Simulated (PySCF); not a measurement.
water (H2O), SMILES O. Coordinates come from a B3LYP-D3(BJ)/def2-TZVPD optimisation.

TDDFT-LC-ωPBE/def2-TZVPD (PySCF) puts the lowest singlet excitations at 7.68, 9.40, 9.80, 10.31, 10.65, 11.55 eV and the lowest triplet (TDA) at 7.17 eV.

Q: What are the lowest singlet roots from EOM-CCSD/aug-cc-pVDZ run with PySCF? (The exact figures need the calculation; the answer reports its results.)

A: 7.42, 9.18, 9.80, 11.07, 11.53, 11.73 eV; triplets 7.01, 9.01, 9.31 eV. S1 differs by -0.26 eV (second minus first; roots are paired by order, and the bases may differ).
